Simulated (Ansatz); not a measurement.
`CC#CCCC` + H₂ → `CC#CC` + ethane at 500 K and 1 bar (hydrogenolysis of a C–C bond).

Calculated with Ansatz (gas phase, PBE0-D4/def2-TZVP geometries, no zero-point term in ΔE). CCSD(T)/CBS adds triple-zeta CCSD(T) − MP2 to the extrapolated MP2 energy (def2 sets, frozen cores). This one scheme is used for every species. One conformer a species, not always the lowest.

```
  species  CCSD(T)/CBS energy (Eh)  H − E (kJ/mol)  S (J/(mol·K))
`CC#CCCC`               -234.28586           426.4          445.1
       H₂                 -1.17544            41.0          145.5
  `CC#CC`               -155.76386           258.3          345.1
     `CC`                -79.71954           220.5          259.9
```

H − E and S are ideal-gas, rigid-rotor, harmonic terms from PBE0-D4/def2-TZVP, for one conformer and one mirror image of each species. The MP2-based limit puts H₂ 0.8 mEh under its directly extrapolated value; such offsets cancel only in part. 1 Eh = 2625.50 kJ/mol, R = 8.31446 J/(mol·K).

By hand: ΔE, ΔH, ΔS and ΔG.

ΔE = (-155.76386) + (-79.71954) − (-234.28586) − (-1.17544) = -0.02210 Eh = -58.0 kJ/mol. Δ(H − E) = 258.3 + 220.5 − 426.4 − 41.0 = 11.4, so ΔH = -46.6 kJ/mol. ΔS = 345.1 + 259.9 − 445.1 − 145.5 = 14.4 J/(mol·K). ΔG = -46.6 − 500 × (14.4)/1000 = -53.8 kJ/mol.

By hand: the equilibrium constant, and the temperature at which ΔG would vanish if ΔH and ΔS stayed fixed.

log₁₀ K = −ΔG/(RT ln 10) = 5.6. ΔH and −TΔS have one sign here, so there is no such temperature.

The number of gas molecules stays the same, so ΔS is small and ΔH decides. A doubt of 5 kJ/mol in ΔE shifts log₁₀ K by 0.5 here. Other conformers and mirror images would add mixing entropy, several J/(mol·K) or more a flexible species. Modes under 60 cm⁻¹, often nearly free rotors, make the harmonic entropy too high. These are equilibria of isolated gas molecules and say nothing of rates. Largest T1 diagnostic: 0.011 (customary marks: 0.02 for closed shells, 0.045 for open ones).
